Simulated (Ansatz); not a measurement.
We consider solid bromine, described by PBEsol in Ansatz (PAW).

Run with plane-wave cutoff 520 eV, 10×10×4 k mesh (along the axes of the cell as run), Fermi–Dirac smearing 0.01 eV, scalar-relativistic PAW data made under PBE.

Computed at the level's own relaxed cell.

Problem. Predict the equilibrium volume per atom, lattice parameter c and equilibrium lattice constant a.

Solution. 
* **equilibrium volume per atom**: 30.90 Å³/atom
* **lattice parameter c**: 8.535 Å
* **equilibrium lattice constant a**: 7.201 Å

Note: the cell comes from a level without a dispersion term, which matters for the spacing of layers, chains or molecules; the bulk modulus comes from volumes at which shape and atoms were relaxed.

Computed values are for the static lattice.

Ansatz is a first-principles code.
